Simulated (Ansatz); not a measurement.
## Two structures, one formula

The two ends of one reaction step of CH2OS, singlet (PBE0-D4/def2-TZVP).

A:

```
5
angstrom
H 0.7264 -0.7228 1.4126
O 0.1092 -0.8484 -1.1172
C -0.2031 0.1347 -0.5160
H -0.7366 0.9873 -0.9753
S 0.1040 0.4492 1.1959
```

B:

```tsv
atom	x (Å)	y (Å)	z (Å)
H1	0.6847	-1.2618	0.2852
O2	0.2804	-0.8554	-0.4983
C3	-0.1931	0.3252	-0.1362
H4	-0.6577	0.8180	-0.9898
S5	-0.1142	0.9740	1.3391
```

Ansatz 0.2.0; basis: def2-TZVPP; cores frozen in the correlated methods. B3LYP uses VWN-RPA correlation.

(1) Which structure is lower at CCSD(T), and by how much? (To be estimated.)

(2) Do the other methods give the same order? (Judge from chemistry; the calculation decides.)

The T1 diagnostic stays at or below 0.019.

## Answers

(1) The calculation gives: A, by 0.053 eV (electronic energy, against the other). By their contacts, A is CH₂OS ([O][CH][SH]) and B is CH₂OS ([OH][CH][S]).

(2) Computed: Not all: SPW92 gives the other order.

| method | E(B) − E(A) (eV) |
| --- | --- |
| SPW92 | -0.015 |
| PBE-D4 | 0.098 |
| BLYP-D4 | 0.136 |
| r2SCAN-D4 | 0.089 |
| B97M-V | 0.100 |
| PBE0-D4 | 0.065 |
| B3LYP-D4 | 0.100 |
| r2SCAN0-D4 | 0.054 |
| BHLYP-D4 | 0.077 |
| CAM-B3LYP-D4 | 0.084 |
| wB97X-V | 0.110 |
| wB97M-V | 0.055 |
| B2PLYP | 0.074 |
| PBE-QIDH | 0.038 |
| RPA on PBE | 0.082 |
| HF | 0.129 |
| MP2 | 0.030 |
| CCSD | 0.073 |
| CCSD(T) | 0.053 |

Labels in which every atom is bracketed show which atoms are joined, not bond orders.

For scale, one of the runs: CCSD(T)/def2-TZVPP, 132 basis functions, launched by `ansatz run in.yaml --threads 2 --pin off --events-out ev --progress --plain --max-ram 4352MiB`. Time: 11 s of wall clock on 2 CPU threads of an Intel Xeon Platinum 8488C; the host was shared. Peak host memory: 0.68 GiB.
